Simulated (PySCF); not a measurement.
## Atomic charges against the basis set

Compound: C4H4F2.
Geometry (PBE0-D3(BJ)/def2-SVP, Å), atoms numbered from 1 in this order:
```xyz
10
C4H4F2 angstrom
F      0.2632    2.3906   -0.2849
C      0.2072    1.0815   -0.1594
C      1.0563    0.0697   -0.3615
F      2.3025   -0.0379   -0.7707
C      0.0790   -0.9856    0.0589
C     -0.9181    0.1979    0.2860
H      0.3390   -1.5371    0.9762
H     -0.2281   -1.6986   -0.7228
H     -1.7984    0.1781   -0.3762
H     -1.2468    0.3231    1.3299
```

PBE0 throughout (PySCF), one geometry, spherical d and f functions. Isolated species at its PBE0-D3(BJ)/def2-SVP geometry, gas phase. Atoms taken as equivalent share a column and are averaged.

Mulliken charges (e):

```csv
basis,functions,F1/F4,C2/C3,C5/C6,H7/H8/H9/H10
STO-3G,34,-0.064,+0.053,-0.154,+0.083
6-31G,62,-0.286,+0.280,-0.385,+0.196
pcSseg-0,62,-0.350,+0.290,-0.484,+0.272
6-31G*,92,-0.281,+0.309,-0.413,+0.193
cc-pVDZ,104,-0.132,+0.062,-0.049,+0.059
def2-SVP,104,-0.178,+0.097,-0.047,+0.064
pcSseg-1,122,-0.241,+0.179,-0.227,+0.145
aug-cc-pVDZ,174,-0.499,+0.491,+0.514,-0.253
"6-311+G(2d,p)",186,-0.344,+0.334,-0.266,+0.138
def2-TZVP,210,-0.177,+0.126,-0.175,+0.113
cc-pVTZ,236,-0.132,+0.114,-0.175,+0.097
IGLO-III,250,-0.226,+0.214,-0.208,+0.110
```

IAO charges (e):

```
        basis  functions   F1/F4   C2/C3   C5/C6  H7/H8/H9/H10
       STO-3G         34  -0.078  +0.076  -0.266        +0.134
        6-31G         62  -0.224  +0.197  -0.281        +0.154
     pcSseg-0         62  -0.209  +0.186  -0.291        +0.157
       6-31G*         92  -0.236  +0.220  -0.268        +0.142
      cc-pVDZ        104  -0.235  +0.218  -0.268        +0.143
     def2-SVP        104  -0.235  +0.218  -0.263        +0.140
     pcSseg-1        122  -0.241  +0.220  -0.267        +0.144
  aug-cc-pVDZ        174  -0.248  +0.225  -0.270        +0.147
6-311+G(2d,p)        186  -0.249  +0.226  -0.271        +0.147
    def2-TZVP        210  -0.249  +0.228  -0.272        +0.147
      cc-pVTZ        236  -0.246  +0.227  -0.273        +0.147
     IGLO-III        250  -0.250  +0.227  -0.272        +0.147
```

Hirshfeld charges (e):

| basis | functions | F1/F4 | C2/C3 | C5/C6 | H7/H8/H9/H10 |
| --- | --- | --- | --- | --- | --- |
| STO-3G | 34 | -0.018 | +0.006 | -0.023 | +0.018 |
| 6-31G | 62 | -0.082 | +0.048 | -0.056 | +0.045 |
| pcSseg-0 | 62 | -0.075 | +0.050 | -0.060 | +0.042 |
| 6-31G* | 92 | -0.073 | +0.047 | -0.058 | +0.042 |
| cc-pVDZ | 104 | -0.064 | +0.045 | -0.067 | +0.043 |
| def2-SVP | 104 | -0.071 | +0.051 | -0.068 | +0.044 |
| pcSseg-1 | 122 | -0.078 | +0.055 | -0.070 | +0.046 |
| aug-cc-pVDZ | 174 | -0.079 | +0.055 | -0.079 | +0.051 |
| 6-311+G(2d,p) | 186 | -0.081 | +0.054 | -0.073 | +0.050 |
| def2-TZVP | 210 | -0.078 | +0.054 | -0.075 | +0.050 |
| cc-pVTZ | 236 | -0.075 | +0.054 | -0.075 | +0.048 |
| IGLO-III | 250 | -0.079 | +0.055 | -0.078 | +0.051 |

Task: Which scheme is steadiest as the basis changes?

Result: Largest range over the bases for any column: Hirshfeld 0.06 e, IAO 0.17 e, Mulliken 1.00 e. Hirshfeld charges move least and Mulliken charges most, counted in e. Without the minimal STO-3G basis the ranges are Hirshfeld 0.02, IAO 0.04, Mulliken 1.00 e.

Task: How much do the charges still move between the two largest bases, cc-pVTZ and IGLO-III?

Result: At most, over all atoms: Mulliken 0.101 e, IAO 0.003 e, Hirshfeld 0.004 e.

Task: What do the same runs give for the total energy, the frontier levels and the dipole moment?

Result: 
```
        basis  energy (Eh)  HOMO (eV)  LUMO (eV)  μ (D)
       STO-3G    -349.3619      -3.63       4.24   0.91
        6-31G    -353.9815      -6.89       0.99   2.50
     pcSseg-0    -353.2481      -7.17       0.68   2.51
       6-31G*    -354.0699      -6.64       1.33   1.92
      cc-pVDZ    -354.0985      -6.78       1.18   1.92
     def2-SVP    -353.8133      -6.90       1.04   2.05
     pcSseg-1    -354.0423      -7.00       0.94   2.20
  aug-cc-pVDZ    -354.1241      -7.00      -0.06   2.22
6-311+G(2d,p)    -354.1886      -7.04       0.41   2.27
    def2-TZVP    -354.2228      -6.98       0.98   2.14
      cc-pVTZ    -354.2069      -6.93       1.03   2.06
     IGLO-III    -354.2286      -7.01       0.81   2.21
```

The dipole is fixed by the density alone, so its range of 1.60 D shows that the density itself changes with the basis, not only its division among atoms.
